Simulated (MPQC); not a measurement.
**BH3 (SMILES [H]B([H])[H]): levels of theory compared**

Wanted: a comparison of 6 runs (HF/STO-3G, HF/3-21G, HF/def2-SVP, HF/6-311+G**, B3LYP/6-31G*, PBE0/6-311+G**) of BH3. 

The calculation is run with MPQC 2.3.1.

4 further runs of the same task are left out: 1 that didn't finish, 3 set aside as unsound or not needed.

## (1) The structure to begin with

BH3 has 4 atoms, charge 0, and is taken as a singlet. SMILES: `[H]B([H])[H]`. The shape is that of a GFN2-xTB optimisation.

Bond lengths: B1–H2 1.164 Å, B1–H3 1.165 Å, B1–H4 1.165 Å. Angles: H2–B1–H3 120.0°, H2–B1–H4 120.0°, H3–B1–H4 120.0°.

## (2) Energy and gradient at HF/STO-3G (run 1)

The input, input.in:

```
% emacs should use -*- KeyVal -*- mode
molecule<Molecule>: (
    symmetry = c1
    unit = bohr
    { atoms geometry } = {
        B  [ 0.00011338     0.00005669    -0.00264562 ]
        H  [ 2.19939554    -0.05729650     0.02887502 ]
        H  [ -1.04944051     1.93396461    -0.03524339 ]
        H  [ -1.15008732    -1.87672481     0.00901399 ]
    }
)
basis<GaussianBasisSet>: (
    name = "STO-3G"
    molecule = $:molecule
    basisdir = "."
    puream = yes
)
mpqc: (
    checkpoint = no
    savestate = no
    restart = no
    do_energy = yes
    do_gradient = yes
    optimize = no
    mole<CLHF>: (
        molecule = $:molecule
        basis = $:basis
        total_charge = 0
        memory = 1000000000
        print_evals = yes
        print_npa = yes
        maxiter = 120
        value_accuracy = 1e-08
        guess_wavefunction<CLHF>: (
            molecule = $:molecule
            total_charge = 0
            memory = 1000000000
            value_accuracy = 1e-3
            basis<GaussianBasisSet>: (
                name = "MINI (Huzinaga)"
                molecule = $:molecule
            )
        )
    )
)
```

The basis set STO-3G is read from a file made from the Basis Set Exchange's data (not shown).

Run with:

```bash
$ mpqc input.in > input.out
```

What it wrote:

```text
MPQC: Massively Parallel Quantum Chemistry
[...]
  LUMO is     5   A =   0.238072
  total scf energy =  -26.0706608396
[...]
Value of the MolecularEnergy:  -26.0706608396
  Gradient of the MolecularEnergy:
      1    0.0002267565
      2    0.0001721327
      3   -0.0005680026
      4    0.0030050994
      5   -0.0000638308
      6    0.0002274516
      7   -0.0014774748
      8    0.0027695957
      9    0.0001381207
     10   -0.0017543811
     11   -0.0028778975
     12    0.0002024303
[...]
      symmetry = c1
[...]
```

Run time: 0.08 s. Hardware: 1 thread of Arm Neoverse V1, shared host.

## (3) Energy and forces at HF/3-21G (run 2)

The input, input.in:

```
% BH3
molecule<Molecule>: (
  symmetry = c1
  unit = angstrom
  { atoms geometry } = {
    B  [ 0.000060       0.000030      -0.001400 ]
    H  [ 1.163870      -0.030320       0.015280 ]
    H  [ -0.555340       1.023410      -0.018650 ]
    H  [ -0.608600      -0.993120       0.004770 ]
  }
)
basis<GaussianBasisSet>: (
  name = "3-21G"
  molecule = $:molecule
  basisdir = "."
  puream = yes
)
mpqc: (
  checkpoint = no
  savestate = no
  restart = no
  do_energy = yes
  do_gradient = yes
  optimize = no
  mole<CLHF>: (
    molecule = $:molecule
    basis = $:basis
    total_charge = 0
    memory = 1000000000
    print_evals = yes
    print_npa = yes
    maxiter = 120
    value_accuracy = 1e-08
    guess_wavefunction<CLHF>: (
      molecule = $:molecule
      total_charge = 0
      memory = 1000000000
      value_accuracy = 1e-3
      basis<GaussianBasisSet>: (
        name = "STO-3G"
        molecule = $:molecule
      )
    )
  )
)
```

The basis set 3-21G is read from a file made from the Basis Set Exchange's data (not shown).

Run with:

```bash
$ mpqc -o input.out input.in
```

What it wrote:

```text
MPQC: Massively Parallel Quantum Chemistry
[...]
  LUMO is     5   A =   0.078499
  total scf energy =  -26.2364839739
[...]
Value of the MolecularEnergy:  -26.2364839739
  Gradient of the MolecularEnergy:
      1    0.0001841570
      2    0.0001394650
      3   -0.0004277227
      4   -0.0128309432
      5    0.0003485567
      6   -0.0000208681
      7    0.0060888102
      8   -0.0111746372
      9    0.0003517912
     10    0.0065579759
     11    0.0106866154
     12    0.0000967996
[...]
      symmetry = c1
[...]
```

Wall time 0.1 s (1 thread of Arm Neoverse V1, shared host).

Runs 3 to 5 aren't shown in full; the table further down has their settings and results.

## (4) Energy and gradient at PBE0/6-311+G(d,p) (run 6)

The input, run.in:

```
molecule<Molecule>: (
  symmetry = c1
  unit = bohr
  { atoms geometry } = {
    B  [ 0.00011338     0.00005669    -0.00264562 ]
    H  [ 2.19939554    -0.05729650     0.02887502 ]
    H  [ -1.04944051     1.93396461    -0.03524339 ]
    H  [ -1.15008732    -1.87672481     0.00901399 ]
  }
)
basis<GaussianBasisSet>: (
  name = "6-311+G**"
  molecule = $:molecule
  basisdir = "."
  puream = yes
)
mpqc: (
  checkpoint = no
  savestate = no
  restart = no
  do_energy = yes
  do_gradient = yes
  optimize = no
  mole<CLKS>: (
    molecule = $:molecule
    basis = $:basis
    total_charge = 0
    memory = 1000000000
    print_evals = yes
    print_npa = yes
    maxiter = 120
    value_accuracy = 1e-08
    functional<SumDenFunctional>: (
      a0 = 0.25
      coefs = [ 0.75 1 ]
      funcs: [ <PBEXFunctional>: () <PBECFunctional>: () ]
    )
    integrator<RadialAngularIntegrator>: ( grid = xfine )
    guess_wavefunction<CLHF>: (
      molecule = $:molecule
      total_charge = 0
      memory = 1000000000
      value_accuracy = 1e-3
      basis<GaussianBasisSet>: (
        name = "STO-3G"
        molecule = $:molecule
      )
    )
  )
)
```

The basis set 6-311+G** is read from a file made from the Basis Set Exchange's data (not shown).

Run with:

```bash
$ mpqc run.in > run.out
```

What it wrote:

```text
MPQC: Massively Parallel Quantum Chemistry
[...]
  Integrated electron density error = 0.000278939274
  iter     1 energy =  -26.5328969419 delta = 4.88485e-02
  Integrated electron density error = -0.000003484893
  iter     2 energy =  -26.5619161716 delta = 8.51347e-03
[...]
  Integrated electron density error = -0.000000003011
  iter    27 energy =  -26.5621143306 delta = 2.18392e-08
  Integrated electron density error = -0.000000003011
  iter    28 energy =  -26.5621143306 delta = 4.90968e-08
  Integrated electron density error = -0.000000003011
  iter    29 energy =  -26.5621143306 delta = 3.49808e-08
[...]
  LUMO is     5   A =  -0.071055
  total scf energy =  -26.5621143306
[...]
  Integrated electron density error = -0.000000022436
  Total Gradient:
[...]
Value of the MolecularEnergy:  -26.5621143306
  Gradient of the MolecularEnergy:
      1    0.0001755197
      2    0.0001332258
      3   -0.0003697178
      4   -0.0149092786
      5    0.0004005562
      6   -0.0000666324
      7    0.0070807212
      8   -0.0130098426
      9    0.0003666806
     10    0.0076530377
     11    0.0124760606
     12    0.0000696696
[...]
        symmetry = c1
[...]
```

Wall time 28 s (1 thread of Arm Neoverse V1, shared host); peak memory 0.13 GiB.

## (5) All runs side by side

```csv
run,level,starting guess,integration grid,energy (Eh),HOMO energy (eV),LUMO energy (eV),HOMO–LUMO gap (eV),wall time
1,HF/STO-3G,MINI (Huzinaga),–,-26.070661,-12.78,6.48,19.26,0.08 s
2,HF/3-21G,STO-3G,–,-26.236484,-13.70,2.14,15.84,0.1 s
3,HF/def2-SVP,STO-3G,–,-26.368804,-13.69,1.90,15.59,0.2 s
4,HF/6-311+G**,MINI (Huzinaga),–,-26.396175,-13.68,1.04,14.71,0.85 s
5,B3LYP/6-31G* (spherical functions),STO-3G,xfine,-26.611164,-9.64,-1.75,7.89,3 s
6,PBE0/6-311+G**,STO-3G,xfine,-26.562114,-10.01,-1.93,8.07,28 s
```

## (6) What came out

| quantity | value |
| --- | --- |
| run 6: total energy | -26.56211 Eh |
| run 6: HOMO energy | -10.01 eV |
| run 6: LUMO energy | -1.93 eV |
| run 6: HOMO–LUMO gap | 8.07 eV |
| run 6: largest force on an atom | 0.767 eV/Å |

**Reading.** The HOMO–LUMO gap runs from 7.89 eV (B3LYP/6-31G*) to 19.26 eV (HF/STO-3G). The two ends differ in method and basis. Totals of different functionals can't be ranked against each other. In run 1 the basis is minimal, so the values are rough. All runs together took 32 s, the longest 28 s.
